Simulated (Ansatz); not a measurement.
Run this with Ansatz 0.2.0, Python API and show what comes out.

Script `run_conformers.py`:
```python
# -*- coding: utf-8 -*-
"""Rank force-field conformers of C2H4FNS by single points."""

import ansatz
from rdkit import Chem
from rdkit.Chem import AllChem

rd = Chem.AddHs(Chem.MolFromSmiles("NC(F)C=S"))
ids = list(AllChem.EmbedMultipleConfs(rd, numConfs=20, randomSeed=138, pruneRmsThresh=0.4))
field = [energy for _, energy in AllChem.MMFFOptimizeMoleculeConfs(rd)]
distinct = {round(e, 2): i for i, e in zip(ids, field)}
chosen = sorted(distinct.items())[:5]
found = []
for force_field, index in chosen:
    system = ansatz.Crystal.molecule()
    for atom, xyz in zip(rd.GetAtoms(), rd.GetConformer(index).GetPositions()):
        system = system.atom(atom.GetSymbol(), xyz.round(5).tolist())
    calc = system.calculation().basis(gaussian="6-31G*").functional("r2SCAN")
    found.append(calc.run().report["free_energy_ev"])
print("conformer   MMFF (kcal/mol)   this level (kcal/mol)")
for (force_field, index), e in zip(chosen, found):
    print(f"{index:9d} {force_field - chosen[0][0]:17.2f} {23.060548 * (e - min(found)):17.3f}")
```

```console
$ python run_conformers.py
conformer   MMFF (kcal/mol)   this level (kcal/mol)
        3              0.00             1.552
        0              2.46             0.000
        1              3.18             2.878
        2              4.51             6.529
```

The conformers keep their force-field geometries. Wall time of the script: 20 s on 1 thread of Arm Neoverse V1 (shared host), peak memory 0.26 GiB.
